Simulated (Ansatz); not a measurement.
Molecule: SiH$_{2}$ (charge 0, singlet). 
Structure (B3LYP-D3(BJ)/def2-TZVP (Ansatz, an electronic-structure program) minimum search):
```
Si
H 1 1.5232
H 1 1.5232 2 91.51
```
Charge 0, spin multiplicity 1.

Wanted: vertical electron affinity (to the doublet state of charge -1; a negative value means that the extra electron is unbound and the number depends on the basis; each state is the SCF solution reached for its spin; for the singlet the Hartree-Fock reference is unstable and T1 is 0.015), in eV. Cores are frozen in the correlated levels unless marked. Open shells are spin-unrestricted. Spin-orbit coupling is left out. No relativistic terms. Anions need diffuse functions: aug- sets have them; def2-D sets add few. CBS(X,Y): correlation extrapolated as X^-3; Hartree-Fock from the larger set. The bracket is a focal-point correction in the basis named.

```tsv
level	program	vertical electron affinity (eV)
RI-MP2/aug-cc-pV(Q+d)Z	Ansatz	1.03
SCS-MP2/aug-cc-pV(T+d)Z	Ansatz	0.89
CCSD(T)/aug-cc-pV(D+d)Z	Ansatz	0.94
CCSD(T)/def2-QZVPPD	Ansatz	0.99
RI-MP2/CBS(aug-cc-pV(T+d)Z,aug-cc-pV(Q+d)Z)+[CCSD(T)-MP2]/aug-cc-pV(T+d)Z	Ansatz	1.06
CCSD(T)/CBS(def2-TZVPPD,def2-QZVPPD)	Ansatz	1.02
CCSD(T)/CBS(aug-cc-pV(T+d)Z,aug-cc-pV(Q+d)Z)	Ansatz	1.06
```
